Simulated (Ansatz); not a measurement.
The input, for Ansatz 0.2.0:

```yaml
crystal:
  periodic: [false, false, false]
  atoms:
    - {symbol: Hf, position_ang: [0.000000, 0.000000, 1.517667]}
    - {symbol: O, position_ang: [0.000000, 0.000000, -0.276433]}
    - {symbol: H, position_ang: [0.000000, 0.000000, -1.241233]}
basis:
  gaussian: {orbitals: def2-SVP}
total_charge: 1
magnetization: {spin_polarized: false}
correlation: {method: ccsdtq, electrons: outside_noble_gas}
```

```sh
$ ansatz run in.yaml --threads 2 --pin off --events-out ev --progress --plain --max-ram 16896MiB --backend cuda --devices 0, --max-vram 18GiB
```

Output:

```
892 factors; integrals over basis functions are off by at most 1.8e-7 eV
mean field evaluation 1: about -3324.2373 eV, gradient 7.8e1 eV
mean field evaluation 2: about -3324.2407 eV, gradient 7.8e1 eV
mean field evaluation 4: about -3336.1271 eV, gradient 5.7e0 eV
mean field evaluation 8: about -3336.2993 eV, gradient 2.9e-1 eV
mean field evaluation 16: about -3336.2610 eV, gradient 1.6e0 eV
mean field evaluation 32: about -3334.1847 eV, gradient 3.0e-4 eV
mean field evaluation 64: about -3334.1847 eV, gradient 6.6e-4 eV
mean field evaluation 96: about -3336.3011 eV, gradient 4.1e-4 eV
mean field evaluation 128: about -3322.2049 eV, gradient 2.3e1 eV
mean field -3336.30112040 eV, -122.6068047486 hartree, gradient 9.6e-6 eV, S^2 0.000000; 3 other end points of the search recorded, 0 dependent functions left out; unrestricted orbitals would lower it
determinant -3336.30112040 eV, -122.6068047486 hartree, with singles and doubles -3343.37167122 eV, -122.8666426986 hartree
determinant -3334.18470209 eV, -122.5290278104 hartree, with singles and doubles -3340.55534105 eV, -122.7631444739 hartree
5 core orbitals not correlated: weight in the atoms' cores, before any rotation towards them, 0.950 or more for the frozen orbitals, at most 0.041 for the correlated occupied ones
reference -3336.30112040 eV, -122.6068047486 hartree; 5, 5 occupied and 41, 41 virtual orbitals, 892 factors
second order -6.78544081 eV of doubles, -0.00000000 eV of singles
cycle   1  -6.63680583 eV  change    1.5e-1 eV  update   1.2e-1
...
cycle  16  -7.34631661 eV  change   -6.8e-7 eV  update   5.2e-5
cycle  17  -7.34633074 eV  change   -1.4e-5 eV  update   1.2e-5
cycle  18  -7.34632755 eV  change    3.2e-6 eV  update   9.5e-6
cycle  19  -7.34632617 eV  change    1.4e-6 eV  update   6.8e-6
cycle  20  -7.34632547 eV  change    7.0e-7 eV  update   5.4e-6
cycle  21  -7.34632593 eV  change   -4.6e-7 eV  update   2.4e-6
cycle  22  -7.34632367 eV  change    2.3e-6 eV  update   2.5e-6
cycle  23  -7.34632214 eV  change    1.5e-6 eV  update   1.2e-6
cycle  24  -7.34632089 eV  change    1.2e-6 eV  update   8.0e-7
cycle  25  -7.34632114 eV  change   -2.5e-7 eV  update   4.7e-7
Total energy: -3343.64744154 eV, -122.8767770710 hartree
```

Ran on 2 threads of AMD EPYC 7R13 with a shared H100 80 GB, shared host: 27 s wall, 0.84 GiB peak host memory.
